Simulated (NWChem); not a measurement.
Molecule: chloromethane (CH$_{3}$Cl); SMILES CCl

```xyz
5

C      0.0000     0.0000    -1.1109
Cl     0.0000     0.0000     0.6644
H      0.7330     0.7330    -1.4701
H      0.2683    -1.0013    -1.4701
H     -1.0013     0.2683    -1.4701
```
Atoms are numbered in this order, from 1.

Results from NWChem. Pople sets run with spherical d functions. Coordinates come from a PBE0/def2-SVP optimisation. Vzz is the largest principal value of the second derivative of the potential at the nucleus (NWChem prints the opposite sign); η is the asymmetry. Non-relativistic.

For level Hartree-Fock/6-31G*:

Vzz Cl2 (a.u.): 3.582

Estimate the same quantities for level Hartree-Fock/def2-TZVP.


| Quantity | Value |
|---|---|
| Vzz Cl2 (a.u.) | 4.001 |
